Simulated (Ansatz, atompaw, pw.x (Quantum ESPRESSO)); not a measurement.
## tantalum (fcc): variants of one PAW (atompaw) potential in the solid

| Property | Result |
| --- | --- |
| Element | tantalum (Ta) |
| Generator | atompaw 4.2.0.5 |
| Type | PAW |
| Functional | PBEsol |
| Relativity | scalar-relativistic |
| Frozen core | [Kr] 4d10 4f14 |
| Valence charge | 13 |
| Reference configuration | 5s2 5p6 5d3 6s2 6p0 |
| Partial waves | 5s (bound): rc 1.35 bohr; 6s (bound): rc 1.60 bohr; 5p (bound): rc 2.35 bohr; 6p (bound, empty): rc 1.80 bohr; 5d (bound): rc 2.85 bohr; 5d channel at 2.8 Ry: rc 2.85 bohr |
| Local potential | bessel scheme, radius 2.05 bohr |
| Core correction | smooth core density matched at 1.85 bohr |
| Augmentation charge | sinc compensation charge, radius 2.55 bohr; PAW radius 2.85 bohr; waves and projectors: custom rrkj vanderbiltortho |

Crystal test: fcc Ta in pw.x 7.5, no spin, 14³ k-points, Fermi–Dirac smearing 0.01 Ry, cutoffs set for each file from its atomic test. The reference is all-electron LAPW (Ansatz 0.2.0) with the same functional, mesh and smearing; V0 and B0 come from Birch–Murnaghan fits to the pressures at five volumes. Errors are pseudo minus all-electron; Δ is the rms difference of the E(V) curves that follow from these fits, minima aligned, over ±6 % about the mean V0. Mesh and smearing are coarse, so the numbers serve the comparison and aren't converged zero-temperature values; the lattice is a test structure that the element need not adopt.

All-electron: a0 = 4.177 Å (V0 = 18.22 Å³/atom), B0 = 198.7 GPa.

Base: This is a poor potential for the solid.

2 further variants are left out: they gave no file fit for a test, a broken result, the same result as the base, or pressures whose basis-set error rivals the error shown.

A dash in a converged row means that the minimum lies outside the volumes sampled.

| change | cutoffs (Ry) | pw.x | a0 (Å) | a0 error (%) | B0 error (%) | Δ (meV/atom) | mean pressure error (GPa) |
| --- | --- | --- | --- | --- | --- | --- | --- |
| base | 50/500 | converged | – | – | – | – | +14.91 |
| core correction smooth core density matched at 2.66 bohr | 50/500 | converged | – | – | – | – | +14.97 |
| augmentation sinc compensation charge, radius 2.55 bohr; PAW radius 2.85 bohr; waves and projectors: custom rrkj gramschmidtortho | 50/500 | converged | – | – | – | – | +14.91 |

(1) Give the row for: wave 5d channel at 2.8 Ry: rc 2.85 bohr becomes 5d channel at 3.75 Ry: rc 2.85 bohr.

## Answers

(1) pw.x: converged; mean pressure error (GPa): -3.91; a0 (Å): 4.149; a0 error (%): -0.67; B0 error (%): +1.8; Δ (meV/atom): 15.9.
